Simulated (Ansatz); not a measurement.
## Ansatz (development build ahead of 0.2.0) run

```yaml
crystal:
  periodic: [false, false, false]
  atoms:
    - { symbol: C, position_ang: [0.0498, -0.5763, 0.0] }
    - { symbol: C, position_ang: [0.0498, 0.711, 0.0] }
    - { symbol: H, position_ang: [-0.8768, -1.1518, 0.0] }
    - { symbol: H, position_ang: [0.9692, -1.1546, 0.0] }
    - { symbol: H, position_ang: [-0.69, 1.4982, 0.0] }
basis:
  gaussian: { orbitals: def2-TZVP }
magnetization:
  spin_polarized: true
  initial_magnetization: 1
hamiltonian:
  xc: hf
```

The input is written out in the form of the current development build from the run's settings.

The run gave:

* Converged: yes
* Total energy: -77.42066 hartree
* Spin squared of the determinant: 0.909
* Stability test: minimum

Caution: the unrestricted determinant is spin contaminated.
